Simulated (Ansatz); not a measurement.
Mulliken charges of C$_{3}$H$_{3}$NO, SMILES `C=C(O)C#N` from r2SCAN/def2-TZVPP in Ansatz (PBE0-D4/def2-TZVP geometry).

| atom | x (Å) | y (Å) | z (Å) | charge (e) |
| --- | --- | --- | --- | --- |
| C1 | 0.430 | 0.325 | 1.148 | -0.237 |
| C2 | 0.001 | -0.184 | -0.002 | 0.306 |
| O3 | -0.158 | -1.517 | -0.193 | -0.296 |
| C4 | -0.323 | 0.655 | -1.118 | -0.157 |
| N5 | -0.595 | 1.283 | -2.044 | -0.045 |
| H6 | 0.542 | 1.393 | 1.257 | 0.102 |
| H7 | 0.669 | -0.325 | 1.979 | 0.107 |
| H8 | -0.474 | -1.689 | -1.084 | 0.220 |

Problem. By hand: the dipole of these point charges (1 e Å = 4.8032 D).

Solution. Σ q r = (0.045, -0.109, 0.153) e Å, of length 0.193 e Å = 0.93 D.

Problem. How does the dipole of the full density compare? (Estimate.)

Solution. Computed: (0.085, -0.328, 0.314) e Å, 2.22 D; the point charges give 0.42 times that, at 11° from its direction.

Point charges leave out the atoms' own dipoles, such as those of lone pairs, and Mulliken's split depends on the basis, so the two needn't agree.
